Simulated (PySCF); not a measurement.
# Stationary points of PH₃

Level of theory: B3LYP in PySCF with P def2-TZVP, H def2-TZVP; no relativity; density-fitted integrals.

Relaxations began from a few typed shapes. The search is not exhaustive: other isomers or separated fragments can lie lower, and high-lying points may rest on an excited occupation.

Q: Which is the lowest minimum found?
A. singlet C3v: P–H 1.419 Å (×3); H–P–H 93.4° (×3)
B. singlet D3h: P–H 1.380 Å (×3); H–P–H 120.0° (×3)

A: A. The others lie at 142.8 (singlet D3h, a saddle point) kJ/mol above it.

Counting electrons, phosphorus keeps 2 of its valence electrons outside its bonds, so the VSEPR class is AX3E1 and the expected shape is trigonal pyramidal (C3v), as computed. The angle of 93° is close to 90°: the heavy centre bonds with nearly pure p orbitals and keeps its lone pair s-like.
